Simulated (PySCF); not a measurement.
**Sulfur: a sound run and one with changed settings**

Sound run: S [Ne] 3s2 3p4, S⁺ [Ne] 3s2 3p3. Calculation: PySCF 2.14, in cc-pV(T+d)Z; the non-relativistic Hamiltonian (point nucleus). The sound run starts from symmetry-adapted Hartree-Fock orbitals and uses a fine grid where one is needed.

A second run was set up differently.

```csv
species,method,sound run (hartree),changed run (hartree),converged
S,UHF,-397.50938,-397.50938,yes
S,MN15,-397.99840,-397.99726,yes
S,BP86,-398.15597,-398.15573,yes
S⁺,UHF,-397.17001,-397.17001,yes
S⁺,MN15,-397.61768,-397.61768,yes
S⁺,BP86,-397.76640,-397.76640,yes
```

Ionisation energy of S:

| method | sound run (eV) | changed run (eV) |
| --- | --- | --- |
| UHF | 9.235 | 9.235 |
| MN15 | 10.360 | 10.329 |
| BP86 | 10.601 | 10.594 |

Question: What was changed?
A. minimal basis
B. angular grid far too coarse
C. basis contracted for another Hamiltonian
D. too few SCF iterations

Answer: B. It used 26 angular points. A coarse angular grid integrates products of high-l functions wrongly, so density functionals can shift, and the SCF can exploit the error; Hartree-Fock and MP2 need no grid.
